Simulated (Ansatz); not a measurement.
Mulliken charges of `C[C](F)CF` radical from r2SCAN/def2-TZVPP in Ansatz (PBE0-D4/def2-TZVP geometry).

| atom | x (Å) | y (Å) | z (Å) | charge (e) |
| --- | --- | --- | --- | --- |
| C1 | 0.333 | -0.880 | 0.939 | -0.106 |
| C2 | 0.300 | -0.244 | -0.390 | 0.127 |
| F3 | 1.465 | -0.287 | -1.058 | -0.199 |
| C4 | -0.602 | 0.837 | -0.798 | 0.161 |
| F5 | -0.285 | 2.049 | -0.162 | -0.249 |
| H6 | 0.963 | -0.312 | 1.637 | 0.069 |
| H7 | 0.744 | -1.891 | 0.875 | 0.064 |
| H8 | -0.671 | -0.932 | 1.360 | 0.045 |
| H9 | -1.633 | 0.597 | -0.525 | 0.036 |
| H10 | -0.531 | 1.012 | -1.874 | 0.051 |

By hand: the dipole of these point charges (1 e Å = 4.8032 D).

Σ q r = (-0.317, -0.367, 0.089) e Å, of length 0.493 e Å = 2.37 D.

How does the dipole of the full density compare? (An estimate is asked.)

Ansatz gave: (-0.258, -0.327, 0.093) e Å, 2.05 D; the point charges give 1.16 times that, at 3° from its direction.

Point charges leave out the atoms' own dipoles, such as those of lone pairs, and Mulliken's split depends on the basis, so the two needn't agree.
